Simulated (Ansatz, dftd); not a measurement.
System: C2H7N, charge 0, singlet. C2H7N (SMILES NCC).
B3LYP-D3(BJ)/def2-TZVP minimum from Ansatz (an electronic-structure program):
```xyz
10

C      1.2101    -0.3675    -0.0020
C      0.0059     0.5734    -0.0002
N     -1.3057    -0.0740     0.0024
H      2.1508     0.1897    -0.0039
H      1.2028    -1.0109     0.8816
H      1.1996    -1.0116    -0.8851
H      0.0502     1.2284    -0.8744
H      0.0533     1.2290     0.8732
H     -1.4054    -0.6706     0.8165
H     -1.4083    -0.6712    -0.8110
```

Quantity: atomisation energy (electronic, to ground-state atoms), in kJ/mol. UHF or UKS for unpaired electrons; spin-orbit terms are left out. CBS(X,Y): correlation extrapolated as X^-3, Hartree-Fock from the larger set. A bracket is a step between two methods taken in the basis named. The functionals are non-relativistic, so their misses hold any scalar relativity. 'core' is core correlation in cc-pwCVTZ, 'X2C' scalar relativity in cc-pVTZ-DK, both at CCSD(T). For partners of very few electrons the exact lower level stands in for a higher one.

Compared with CCSD(T)/CBS(cc-pVTZ,cc-pVQZ) + [CCSDT(Q) - CCSD(T)]/cc-pVDZ + core + X2C (Ansatz).

Q: Rank these levels by how close they come to it, closest first: CAM-B3LYP-D3(BJ)/def2-TZVPD (Ansatz + dftd3); B3LYP-D3(BJ)/def2-TZVPD (Ansatz + dftd3); PBE0-D4/def2-TZVPD (Ansatz + dftd4).

A: PBE0-D4/def2-TZVPD (3680.7 kJ/mol, difference 0.9), B3LYP-D3(BJ)/def2-TZVPD (3688.7 kJ/mol, difference 8.9), CAM-B3LYP-D3(BJ)/def2-TZVPD (3696.2 kJ/mol, difference 16.4)
